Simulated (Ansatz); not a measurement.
# CH4OS: composite energy at a relaxed geometry

Aim: a composite energy at a relaxed geometry, for CH4OS, run from a script.

Computed with Ansatz 0.2.0, driven from Python. The levels of theory stand in the script.

**1. The structure**

Bond lengths: O1–C2 1.421 Å, C2–S3 1.767 Å, O1–H4 0.972 Å, C2–H5 1.104 Å, C2–H6 1.101 Å, S3–H7 1.338 Å. Angles: O1–C2–S3 107.7°, O1–C2–H5 110.4°, O1–C2–H6 110.8°, S3–C2–H5 109.0°, S3–C2–H6 109.6°, H5–C2–H6 109.2°, C2–O1–H4 100.4°, C2–S3–H7 97.8°.

The script holds or builds the structure itself.

**2. The code**

composite_ch4os.py

```python
import ansatz as az
import numpy as np

BASIS_SET = "def2-SVP"
FUNCTIONAL = "r2SCAN"


def main() -> None:
    geometry_ang = [
        ("O", (-0.7616, -0.8237, -0.3544)),
        ("C", (-0.0428, 0.3781, -0.1149)),
        ("S", (1.6323, -0.0602, 0.2366)),
        ("H", (-1.616, -0.4625, -0.6457)),
        ("H", (-0.0656, 1.026, -1.0089)),
        ("H", (-0.4693, 0.9252, 0.7399)),
        ("H", (1.3842, -1.0509, 1.1017)),
    ]
    mol = az.Crystal.molecule()
    for symbol, xyz in geometry_ang:
        mol = mol.atom(symbol, xyz)

    calculation = mol.calculation()
    calculation = calculation.basis(gaussian=BASIS_SET).functional(FUNCTIONAL)
    symbols = [site.symbol for site in mol.cartesian_sites]
    start = np.array([site.position_ang for site in mol.cartesian_sites], dtype=float)
    rep = calculation.relax(force_tolerance=0.01).run().report
    end = np.array(rep["positions_ang"])
    print("final positions (A) and the move of each atom")
    for symbol, xyz, old in zip(symbols, end, start):
        print(f"{symbol:2s} {xyz[0]:10.5f} {xyz[1]:10.5f} {xyz[2]:10.5f}   {np.linalg.norm(xyz - old):7.4f}")

    minimum = az.Crystal.molecule()
    for symbol, place in zip(symbols, end):
        minimum = minimum.atom(symbol, place.tolist())
    at_minimum = minimum.calculation()
    level = lambda method, basis: at_minimum.basis(gaussian=basis).correlation(method).run().report
    small, large, cluster = level("mp2", "cc-pVDZ"), level("mp2", "cc-pVTZ"), level("ccsd_t", "cc-pVDZ")
    corr = lambda each: (each["free_energy_ev"] - each["reference_energy_ev"]) / 27.211386246
    mp2_limit = (27 * corr(large) - 8 * corr(small)) / 19
    pieces = {"HF / cc-pVTZ": large["reference_energy_ev"] / 27.211386246, "MP2 correlation, DZ-TZ limit": mp2_limit, "CCSD(T) - MP2 / cc-pVDZ": corr(cluster) - corr(small)}
    for name, value in pieces.items():
        print(f"{name:32s} {value:14.6f} Ha")
    print(f"{'sum':32s} {sum(pieces.values()):14.6f} Ha")
    print("T1 diagnostic", round(cluster["correlation"]["coupled_cluster"]["t1_diagnostic"], 4))


if __name__ == "__main__":
    main()
```

**3. What the engine is handed**

The package turns the script's settings into the engine's input (first run):

```yaml
crystal:
  periodic: [false, false, false]
  atoms:
    - { symbol: O, position_ang: [-0.7616, -0.8237, -0.3544] }
    - { symbol: C, position_ang: [-0.0428, 0.3781, -0.1149] }
    - { symbol: S, position_ang: [1.6323, -0.0602, 0.2366] }
    - { symbol: H, position_ang: [-1.616, -0.4625, -0.6457] }
    - { symbol: H, position_ang: [-0.0656, 1.026, -1.0089] }
    - { symbol: H, position_ang: [-0.4693, 0.9252, 0.7399] }
    - { symbol: H, position_ang: [1.3842, -1.0509, 1.1017] }
basis:
  gaussian:
    orbitals: def2-SVP
hamiltonian:
  xc: r2scan
relax:
  f_tol: 0.01
```

**4. Running it**

Started as:

```sh
$ python composite_ch4os.py
```

**Question.** What results will this script give? Wanted: T1 diagnostic; composite energy.

As calculated:

| quantity | value |
| --- | --- |
| T1 diagnostic | 0.0093 |
| composite energy | -513.334404 Ha |
| runs compared | 3 |

In words: All 3 runs converged (12 to 18 cycles). A T1 diagnostic under about 0.02 supports a single-reference treatment, as here. Run 0: After 6 moves the largest shift is 0.193 Å, of atom 7 (H). Reading the output:
- The sum leaves out core correlation, relativity, the Hartree-Fock basis error and zero-point energy; a DZ-TZ extrapolation is rough.
- Inner cores stay frozen, so this is valence correlation.
- For Al to Cl the sets with a tight d function, cc-pV(X+d)Z, are usual.
